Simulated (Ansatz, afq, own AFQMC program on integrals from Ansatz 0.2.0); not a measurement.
## B2H, quartet in 6-31G, levels against full CI

```yaml
atoms:
  - { symbol: B, position_ang: [0.0000, 0.0000, 1.3179] }
  - { symbol: B, position_ang: [0.0000, 0.0000, -3.8141] }
  - { symbol: H, position_ang: [0.0000, 0.0000, 2.4962] }
```

Connectivity, by distances: BH ··· B.

Basis 6-31G. Noble-gas cores (and the filled d shells of Ga–Kr and In–Xe) are frozen. Integrals, coupled cluster, full CI and functionals: Ansatz 0.2.0; the random walks run on the same integrals in our own AFQMC program. ph-AFQMC/CISD is guided by a CISD state made of CCSD amplitudes; releasing the constraint for a short imaginary time cuts its bias at the price of noise, slowly where states lie close. ± is one standard error of the sampling.

Determinant: UHF, the one that the program's search chose, which needn't be the lowest solution. The geometry is a point of a scan.

Full CI on the same integrals is exact in this basis and with this determinant's frozen core.

Cautions: lower spins were not checked; the CCSDTQ amplitudes may be one of several solutions (largest double 0.71).

```
T1 diagnostic                               : 0.0091
weight of the determinant in the CISD state : 0.920
⟨S²⟩ of the determinant                     : 3.751
size of the correlated space                : 7 electrons in 18 orbitals
```

Reference: full CI, correlation energy -2.049 eV. The released energy is read at 2.40 1/Eh (meV from the phaseless value at times in 1/Eh: -0.2 ± 0.6 at 0.24, -1.3 ± 0.7 at 0.51, -1.6 ± 0.7 at 0.99, -3.0 ± 0.7 at 1.62, -4.3 ± 0.7 at 2.40).

```json
{"level": "HF", "E − E(reference) (meV)": "2049.0", "share of correlation (%)": "0.00"}
{"level": "MP2", "E − E(reference) (meV)": "824.3", "share of correlation (%)": "59.77"}
{"level": "CCSD", "E − E(reference) (meV)": "28.3", "share of correlation (%)": "98.62"}
{"level": "CCSD(T)", "E − E(reference) (meV)": "10.6", "share of correlation (%)": "99.48"}
{"level": "CCSDT", "E − E(reference) (meV)": "1.3", "share of correlation (%)": "99.94"}
{"level": "CCSDT(Q)", "E − E(reference) (meV)": "1.2", "share of correlation (%)": "99.94"}
{"level": "CCSDTQ", "E − E(reference) (meV)": "0.3", "share of correlation (%)": "99.98"}
{"level": "ph-AFQMC/CISD", "E − E(reference) (meV)": "5.6 ± 0.9", "share of correlation (%)": "99.73"}
{"level": "released AFQMC", "E − E(reference) (meV)": "1.3 ± 0.7", "share of correlation (%)": "99.94"}
```

CCSDT and higher add their correlation energy to the determinant of the CCSD(T) run, since their own runs factorise the integrals more tightly (a shift of under 2 meV). A walk keeps the symmetry of its determinant, which the program's search chose and which needn't be the lowest solution, so a lower state of the same spin and another symmetry isn't excluded. Released energies are given only where the last usable release times agree within the noise; a slower fall can still hide under it.
